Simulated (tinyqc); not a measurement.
Inside a calculation. Method: UKS/PBE in the sto-3g basis, for BH, spin multiplicity 3. One step of it, computed by the program tinyqc.

Task: Iteration 2: building the Kohn-Sham matrix. J_ij = sum D_kl (ij|kl) with D = D(alpha) + D(beta); F = H + J + V_xc; E = tr D H + tr D J / 2 + E_xc + E_nn.

D(alpha) after iteration 1, lower triangle:
```
            1B 1s      1B 2s     1B 2px    1B 2py    1B 2pz     2H 1s
1B 1s    1.075624
1B 2s   -0.283360   1.064870
1B 2px   0.000000   0.000000   0.084731
1B 2py   0.000000   0.000000  -0.278481  0.915269
1B 2pz   0.056308  -0.193133   0.000000  0.000000  0.051808
2H 1s    0.018216  -0.128011   0.000000  0.000000  0.147445  0.937819
```

D(beta) after iteration 1, lower triangle:
```
            1B 1s     1B 2s    1B 2px    1B 2py    1B 2pz     2H 1s
1B 1s    0.979706
1B 2s    0.033214  0.020214
1B 2px   0.000000  0.000000  0.000000
1B 2py   0.000000  0.000000  0.000000  0.000000
1B 2pz  -0.004839  0.012615  0.000000  0.000000  0.008580
2H 1s   -0.059689  0.127489  0.000000  0.000000  0.087001  0.882358
```

core Hamiltonian H = T + V (hartree), lower triangle:
```
             1B 1s      1B 2s     1B 2px     1B 2py     1B 2pz      2H 1s
1B 1s   -12.603615
1B 2s    -3.263422  -3.694491
1B 2px    0.000000   0.000000  -2.885047
1B 2py    0.000000   0.000000   0.000000  -2.885047
1B 2pz   -0.007501  -0.075758   0.000000   0.000000  -2.928177
2H 1s    -0.178254  -0.594243   0.000000   0.000000  -0.655764  -1.878211
```

Two-electron integrals (ij|kl) in chemists' order, unique and non-zero (hartree):
```
(11|11) 2.923513   (21|11) 0.518376   (21|21) 0.109262   (22|11) 0.744229
(22|21) 0.193177   (22|22) 0.544804   (31|31) 0.020264   (32|31) 0.029996
(32|32) 0.120346   (33|11) 0.742491   (33|21) 0.193240   (33|22) 0.544682
(33|33) 0.586773   (41|41) 0.020264   (42|41) 0.029996   (42|42) 0.120346
(43|43) 0.031630   (44|11) 0.742491   (44|21) 0.193240   (44|22) 0.544682
(44|33) 0.523513   (44|44) 0.586773   (51|51) 0.020264   (52|51) 0.029996
(52|52) 0.120346   (53|53) 0.031630   (54|54) 0.031630   (55|11) 0.742491
(55|21) 0.193240   (55|22) 0.544682   (55|33) 0.523513   (55|44) 0.523513
(55|55) 0.586773   (61|11) 0.027748   (61|21) 0.005831   (61|22) 0.010358
(61|33) 0.010318   (61|44) 0.010318   (61|51) 0.000423   (61|52) 0.000784
(61|55) 0.010445   (61|61) 0.000321   (62|11) 0.093800   (62|21) 0.024880
(62|22) 0.081097   (62|33) 0.078624   (62|44) 0.078624   (62|51) 0.002674
(62|52) 0.018618   (62|55) 0.085957   (62|61) 0.001418   (62|62) 0.020158
(63|31) 0.002042   (63|32) 0.010483   (63|53) 0.003180   (63|63) 0.001736
(64|41) 0.002042   (64|42) 0.010483   (64|54) 0.003180   (64|64) 0.001736
(65|11) 0.102073   (65|21) 0.027352   (65|22) 0.093563   (65|33) 0.089063
(65|44) 0.089063   (65|51) 0.004358   (65|52) 0.028839   (65|55) 0.102451
(65|61) 0.001604   (65|62) 0.026750   (65|65) 0.036514   (66|11) 0.282294
(66|21) 0.076006   (66|22) 0.279565   (66|33) 0.266906   (66|44) 0.266906
(66|51) 0.007422   (66|52) 0.071942   (66|55) 0.304510   (66|61) 0.004327
(66|62) 0.100166   (66|65) 0.142723   (66|66) 0.774606
```

nuclear repulsion = 1.41264605 hartree

V_xc(alpha) (hartree), lower triangle:
```
            1B 1s      1B 2s     1B 2px     1B 2py     1B 2pz      2H 1s
1B 1s   -1.895264
1B 2s   -0.287489  -0.448315
1B 2px   0.000000   0.000000  -0.416331
1B 2py   0.000000   0.000000   0.024642  -0.490013
1B 2pz   0.002929   0.019886   0.000000   0.000000  -0.426760
2H 1s   -0.015344  -0.075446   0.000000   0.000000  -0.093388  -0.511513
```

V_xc(beta) (hartree), lower triangle:
```
            1B 1s      1B 2s     1B 2px     1B 2py     1B 2pz      2H 1s
1B 1s   -1.856735
1B 2s   -0.271031  -0.285556
1B 2px   0.000000   0.000000  -0.274074
1B 2py   0.000000   0.000000   0.002926  -0.282822
1B 2pz  -0.000337  -0.037539   0.000000   0.000000  -0.290791
2H 1s   -0.014599  -0.066777   0.000000   0.000000  -0.090149  -0.506594
```

E_xc = sum of w rho eps_xc = -4.43972646 hartree

Give: Coulomb J; F(alpha); F(beta); total energy of this density.

Result:

Coulomb J (hartree), lower triangle:
```
         1B 1s   1B 2s   1B 2px  1B 2py  1B 2pz   2H 1s
1B 1s   7.9036
1B 2s   1.5760  3.1535
1B 2px  0.0000  0.0000   3.1075
1B 2py  0.0000  0.0000  -0.0176  3.1601
1B 2pz  0.0068  0.1040   0.0000  0.0000  3.1807
2H 1s   0.0847  0.5404   0.0000  0.0000  0.6597  2.5820
```

F(alpha) (hartree), lower triangle:
```
          1B 1s    1B 2s   1B 2px   1B 2py   1B 2pz   2H 1s
1B 1s   -6.5953
1B 2s   -1.9750  -0.9893
1B 2px   0.0000   0.0000  -0.1938
1B 2py   0.0000   0.0000   0.0070  -0.2150
1B 2pz   0.0022   0.0482   0.0000   0.0000  -0.1742
2H 1s   -0.1089  -0.1293   0.0000   0.0000  -0.0895  0.1923
```

F(beta) (hartree), lower triangle:
```
          1B 1s    1B 2s   1B 2px   1B 2py   1B 2pz   2H 1s
1B 1s   -6.5567
1B 2s   -1.9585  -0.8265
1B 2px   0.0000   0.0000  -0.0516
1B 2py   0.0000   0.0000  -0.0147  -0.0078
1B 2pz  -0.0011  -0.0093   0.0000   0.0000  -0.0383
2H 1s   -0.1082  -0.1206   0.0000   0.0000  -0.0863  0.1972
```

total energy of this density = -24.453894 hartree
